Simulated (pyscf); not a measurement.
# Group migration: `[F][C]([F])=[C]([F])[F]` -> `[F][C][C]([F])([F])[F]` [singlet]

Gas phase, singlet surface, charge 0. Bonds broken: F1–C2. Bonds formed: F1–C4. PySCF, gas phase, ωB97X-D3(BJ)/def2-SVP geometries. Correlated levels are frozen-core, on RHF or UHF. ΔMP2 is the change of the MP2 total energy from the triple- to the quadruple-zeta basis.

Transition state (Å):

```xyz
6

F     -0.8843     1.6202     0.3082
C      0.3662     1.1280    -0.2876
F      1.2328     1.0579     0.7538
C     -0.3936    -0.1927    -0.3502
F     -0.7514    -0.6622    -1.4713
F     -0.9679    -0.8223     0.6026
```

One imaginary mode, 291i cm⁻¹; descent along it reached the two sides named.

| bond | change | reactant side (Å) | saddle | product side |
|---|---|---|---|---|
| F1–C2 | breaks | 1.315 | 1.470 | 2.319 |
| F1–C4 | forms | 2.325 | 1.990 | 1.336 |

Electronic energies relative to the reactant's lowest minimum found (kcal/mol):

| level | barrier | reaction energy | reverse barrier |
|---|---|---|---|
| ωB97X-D3(BJ)/def2-TZVP | 79.3 | +38.9 | 40.4 |
| PBE/def2-TZVP | 75.8 | +45.7 | 30.1 |
| r²SCAN/def2-TZVP | 76.9 | +42.9 | 34.0 |
| B3LYP-D3(BJ)/def2-TZVP | 79.8 | +42.5 | 37.3 |
| PBE0-D3(BJ)/def2-TZVP | 81.7 | +44.1 | 37.6 |
| M06-2X/def2-TZVP | 82.8 | +40.7 | 42.1 |
| ωB97M-D3(BJ)/def2-TZVP | 78.2 | +38.5 | 39.7 |
| HF/def2-TZVP | 81.7 | +29.8 | 51.9 |
| MP2/def2-QZVPP | 83.5 | +42.6 | 40.9 |
| CCSD/def2-TZVPP | 82.7 | +37.1 | 45.6 |
| CCSD(T)/def2-TZVPP | 81.0 | +37.8 | 43.1 |
| CCSD(T)/def2-TZVPP + ΔMP2(QZVPP) | 80.8 | +38.2 | 42.5 |

With CCSD(T)/def2-TZVPP + ΔMP2(QZVPP) energies and thermal terms (ideal gas, 1 atm, RRHO with modes under 100 cm⁻¹ raised to 100, one conformer, R ln 2 for chiral ones without a mode under 150 cm⁻¹), in kcal/mol:

```csv
T (K),ΔH‡,ΔG‡,ΔH,ΔG
298,78.4,77.4,+37.3,+36.3
600,78.2,76.5,+37.4,+35.3
900,77.9,75.7,+37.5,+34.2
1200,77.5,75.1,+37.6,+33.1
```

One saddle was located; it need not be the lowest between these sides. The CCSD(T) − MP2 part came from Ansatz, without density fitting, on the same reference.
